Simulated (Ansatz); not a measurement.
## Sr (model structure, started from the omega type, P6/mmm, No. 191, 3 atoms in the cell)

Method: PBEsol in Ansatz (PAW).

Settings: plane-wave cutoff 500 eV, 12×12×18 k mesh (along the axes of the cell as run), Fermi–Dirac smearing 0.1 eV, scalar-relativistic PAW data made under PBE.

Cell (relaxed at this level):

```xyz
3
Lattice="6.7308 0.0000 0.0000 -3.3654 5.8290 0.0000 0.0000 0.0000 4.0118" Properties=species:S:1:pos:R:3 pbc="T T T"
Sr     0.0000     0.0000     0.0000
Sr     0.0000     3.8860     2.0059
Sr     3.3654     1.9430     2.0059
```

```yaml
band_gap: none
```

Note: the relaxation could raise the start's symmetry but not lower it, so the cell can be a saddle point.

Spin–orbit coupling is not included.

Static lattice: no zero-point or thermal effects.

A model structure was made by putting elements into a prototype or built by hand; it is no filed structure, need not be a known phase, and can be a saddle point held by its symmetry.

Ansatz is a quantum-chemistry and plane-wave program.
